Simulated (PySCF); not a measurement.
Electric field gradients and quadrupole coupling constants

CH₇AlN (charge -1).
Z-matrix (Å and degrees, PBE0-D3(BJ)/def2-SVP geometry), rows numbered from 1:
```
C 
N   1  1.4216
Al  2  1.8672  1  129.16
H   1  1.1057  2  110.07  3    -2.24
H   1  1.1199  2  115.24  3  -120.82
H   1  1.1204  2  115.46  3   116.51
H   2  1.0142  1  112.61  3  -178.28
H   3  1.6556  2  111.49  1    56.46
H   3  1.6574  2  112.99  1   -64.14
H   3  1.6519  2  104.72  1   176.40
```

Field gradients from the PBE0/pcSseg-1 density (PySCF, non-relativistic), principal values in atomic units, ordered |Vxx| ≤ |Vyy| ≤ |Vzz|:

```
atom      Vxx      Vyy      Vzz
  N2   0.2154   0.9042  -1.1196
 Al3  -0.0364  -0.0597   0.0962
```

Find the asymmetry η = (Vxx − Vyy)/Vzz and the couplings χ = eQV/h (234.96 MHz × Q in barn × V in au), with Q(14N) = 0.02044 b, Q(27Al) = 0.1466 b.

```csv
atom,environment,nucleus,η,χzz (MHz),χxx (MHz),χyy (MHz)
N2,"nitrogen bonded to Al, C and H",14N,0.62,-5.38,1.03,4.34
Al3,aluminium bonded to N and 3 H,27Al,0.24,3.313,-1.255,-2.058
```

What is Vzz at Al3 in SI units (1 au = 9.71736 × 10²¹ V/m²)?

0.0962 au = 0.935 × 10²¹ V/m².

And the gradient at the other heavy atoms, for which no coupling is worked out here?

| atom | environment | Vzz (au) | η |
| --- | --- | --- | --- |
| C1 | N-methyl carbon | 0.079 | 0.72 |

Were the hydrogens deuterons (Q(2H) = 0.00286 b), χzz would run from 63 kHz (H9 and H8) to 285 kHz (H7).

Isolated species at its PBE0-D3(BJ)/def2-SVP geometry, gas phase. The pcSseg-1 basis has no diffuse functions, a weakness for an anion. A larger basis could move these couplings by a tenth or more.
